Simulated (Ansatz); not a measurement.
Si₂Br: from a trial structure to a relaxed crystal

Computed with DFT PBE, scalar-relativistic, plane waves, PAW in Ansatz 0.2.0. Cutoff 420 eV, Γ-centred k mesh, Gaussian smearing, no spin polarisation in the final step.

This is the end of a relaxation of cell and atoms.

```
CELL_PARAMETERS angstrom
3.99161 0.00000 0.00000
-1.99581 3.45684 0.00000
0.00000 0.00000 4.95368
ATOMIC_POSITIONS crystal
Si 0.33333 0.66667 0.50000
Si 0.66667 0.33333 0.50000
Br 0.00000 0.00000 0.00000
```

The zero of energy is the elements' standard structures at the same level; no fitted shifts are applied.

(1) What space group does it have?

(2) How far does it lie from the elements in energy?

(3) Is it a metal?

Answers

(1) P6/mmm (No. 191). Conventional cell: a = 3.992 Å, c = 4.954 Å. Si is coordinated by 3 Si at 2.30 Å; Br has 12 Si at 3.38 Å.

(2) 0.31 eV/atom.

(3) Yes, bands cross the Fermi level on the 12×12×10 mesh.

The final run used a 12×12×10 mesh on its 3-atom cell and 0.10 eV smearing. The k mesh leaves about 4 meV/atom of noise in metals. Weakly bound directions are ill-defined at this level, which has no dispersion term. The cell came from a trial start, so Si₂Br may not exist in this structure.

Cost: 3 runs of about 2.6 core-minutes in all, on Intel Xeon Platinum 8488C (Sapphire Rapids) (shared hosts).